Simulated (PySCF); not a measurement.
**Level of theory and gas-phase deprotonation enthalpies: hydroxyoxomethylium**

Structure: `O=C=[OH+]` ([CHO2]+). Atom numbers as in the mapped SMILES `[O:1]=[C:2]=[OH+:3]`.

All levels share the PBE0-D3(BJ)/ma-def2-SVP structures and the PBE0-D3(BJ)/ma-def2-SVP thermal terms; only the single-point energies (PySCF) change. Values are gas-phase deprotonation enthalpies (298 K, kJ/mol).

| level | O3 | abs. error | time |
| --- | --- | --- | --- |
| MP2/ma-def2-TZVP | 527 | 11.8 | 5.8 s |
| B3LYP-D3(BJ)/ma-def2-TZVP | 535 | 3.2 | – |
| CCSD(T)/ma-def2-TZVP | 536 | 2.4 | 61 s |
| HF/ma-def2-TZVP | 546 | 7.2 | 1.1 s |
| ATcT 1.112 | 539 |  |  |

Times are wall times for all single points of a level on 1 thread of Intel Xeon Platinum 8259CL @ 2.50GHz, a shared host; the dash marks the run that also made the structures.

Hartree-Fock leaves out electron correlation, so its deprotonation energies can be off by tens of kJ/mol.

The spread: 19 kJ/mol, from 527 to 546.
